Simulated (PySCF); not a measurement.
# AlO at LDA

Level: LDA. Al pcseg-1, O pcseg-1; no relativity (PySCF 2.14).

```
state                                           : ²Σ⁺ (doublet), unpaired electrons σ ↑
bond length                                     : 1.632 Å
harmonic wavenumber                             : 988 cm⁻¹
force constant                                  : 5.77 mdyn/Å
rotational constant Be                          : 0.6305 cm⁻¹
anharmonicity ωexe                              : 5.79 cm⁻¹
vibration–rotation constant αe                  : 0.00493 cm⁻¹
well depth De to Al + O                         : 6.39 eV
dissociation energy D0                          : 6.32 eV
bond order (Mayer)                              : 2.10
dipole moment (positive dipole means Al(−)O(+)) : -3.92 D
```

The state was picked by a PBE0 search and need not be the measured ground state.
